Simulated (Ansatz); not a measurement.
Relaxation of CH$_{4}$NSi (7 atoms, charge -1, multiplicity 1), to a largest force component of 0.015 eV/Å in at most 40 steps.

These are results of RKS B3LYP-D4/def2-TZVP (Ansatz 0.2.0), not measurements.

```xyz
7
Properties=species:S:1:pos:R:3:forces:R:3
N -0.988 -1.813 0.327 0.15 -0.19 0.46
C 0.021 -1.144 -0.073 1.35 -1.40 -1.58
Si 0.456 0.643 -0.161 -0.81 0.51 1.18
H -1.822 -1.306 0.712 -0.39 0.77 -0.15
H 1.623 0.795 0.763 0.03 0.04 0.01
H 0.828 1.656 -1.232 -0.01 -0.74 -0.39
H -0.696 1.349 0.481 -0.31 1.00 0.47
```

Problem. Where does it end, and by what steps?

Solution. The run converged. Limits of this set-up: an anion without diffuse functions. After 14 steps the energy has fallen by 0.708 eV; H7 moved furthest, 0.64 Å.

```tsv
step	energy less start (eV)	largest force component (eV/Å)	accepted
0	0.0000	1.582	yes
1	-0.5292	0.769	yes
2	-0.5372	1.687	yes
3	-0.6453	0.842	yes
4	-0.6791	0.637	yes
5	-0.6868	0.213	yes
6	-0.6927	0.092	yes
7	-0.6974	0.143	yes
8	-0.7005	0.142	yes
9	-0.7030	0.238	yes
10	-0.7047	0.128	yes
11	-0.7076	0.137	yes
12	-0.7081	0.052	yes
13	-0.7082	0.069	yes
14	-0.7082	0.007	yes
```

```xyz
7
Properties=species:S:1:pos:R:3
N -0.933 -1.929 0.151
C 0.047 -1.162 -0.146
Si 0.310 0.725 0.067
H -1.747 -1.460 0.587
H 1.593 0.847 0.838
H 0.645 1.221 -1.311
H -0.493 1.939 0.632
```

Whether the end is a true minimum wasn't checked by a vibrational analysis.

Run time: 27 s on 2 threads of Intel(R) Xeon(R) Platinum 8375C CPU @ 2.90GHz (Ice Lake), on a shared host, peak memory 0.21 GiB.
